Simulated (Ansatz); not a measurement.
[OH···H···CH3], doublet along the distance O1-H3

Starting geometry:

```xyz
7

O    -1.2076   -0.0283    0.0000
H    -1.4569    0.8983    0.0000
H    -0.2481   -0.0283    0.0000
C     1.3994   -0.0283    0.0000
H     1.3994   -1.1083    0.0000
H     1.3994    0.5118    0.9353
H     1.3994    0.5118   -0.9353
```

From there H3 is moved from one fragment to the other while all else, the fragments' distance too, stays fixed; atoms are numbered as listed. Energies are in kJ/mol, counted from the starting geometry at the same level.

Basis cc-pVDZ; Ansatz 0.2.0. Correlated methods freeze the noble-gas cores. R marks a restricted (for open shells ROHF) determinant, U an unrestricted one.

Full CI isn't at hand for all of this; UCCSDT(Q) serves as the reference, and is uncertain by about the last step of the cluster series. The frozen core follows each run's orbitals, which can shift R against U totals by a few meV.

| distance O1-H3 (Å) | UCCSDT(Q) | error UMP2 | error UCCSD | error RCCSD(T) | error RCCSDT | error UCCSDT | error RCCSDT(Q) |
| --- | --- | --- | --- | --- | --- | --- | --- |
| 0.960 | 0.0 | 0.0 | 0.0 | 0.0 | 0.0 | 0.0 | 0.0 |
| 1.039 | 11.1 | 1.1 | 1.5 | 0.3 | 0.2 | 0.2 | 0.0 |
| 1.198 | 64.9 | 8.9 | 5.1 | 1.0 | 0.6 | 0.5 | 0.0 |
| 1.358 | 101.5 | 20.9 | 5.8 | 1.0 | 0.4 | 0.3 | 0.0 |
| 1.517 | 120.6 | 17.7 | 2.3 | 0.1 | -0.2 | -0.2 | 0.0 |

Errors are those of relative energies. In total energy the starting point itself misses UCCSDT(Q) by: UMP2 102.9, UCCSD 20.4, RCCSD(T) 3.3, RCCSDT 1.7, UCCSDT 1.7, RCCSDT(Q) 0.1 kJ/mol.

Spread of the error over the points with a reference, to 1.517 Å (largest less smallest): RCCSDT(Q) 0.0, UCCSDT 0.7, RCCSDT 0.8, RCCSD(T) 1.0, UCCSD 5.8, UMP2 20.9 kJ/mol.
